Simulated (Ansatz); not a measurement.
```yaml
crystal:
  periodic: [false, false, false]
  atoms:
    - {symbol: Si, position_ang: [0.000000, 0.000000, 0.000000]}
    - {symbol: Cl, position_ang: [0.000000, 0.000000, 1.980900]}
basis:
  gaussian: {orbitals: def2-TZVP}
magnetization: {spin_polarized: true, initial_magnetization: 1}
hamiltonian: {xc: pbe0}
relax: {f_tol: 0.004, max_steps: 80}
```

```sh
$ ansatz run in.yaml --threads 1 --pin off --events-out ev --progress --plain --max-ram 2176MiB
```

Steps of the relaxation (energy above the last step; positions in Å, forces in eV/Å):

```
2
step 1, 69.6 meV
Si    0.000    0.000    0.000    0.000    0.000   -1.723
Cl    0.000    0.000    1.981    0.000    0.000    1.723
```

```
2
step 2, 0.5 meV
Si    0.000    0.000   -0.039    0.000    0.000   -0.135
Cl    0.000    0.000    2.020    0.000    0.000    0.135
```

```
2
step 3, 0.0 meV
Si    0.000    0.000   -0.043    0.000    0.000   -0.014
Cl    0.000    0.000    2.024    0.000    0.000    0.014
```

```
2
step 4, 0.0 meV
Si    0.000    0.000   -0.043    0.000    0.000    0.000
Cl    0.000    0.000    2.024    0.000    0.000    0.000
```

Close pairs at the end: Si1–Cl2 2.067 Å.

A stationary point of unrestricted PBE0 after 4 steps, with ⟨S²⟩ = 0.758 against 0.75 for a pure state. 6.5 s on 1 thread of Intel Xeon Platinum 8488C, shared host.
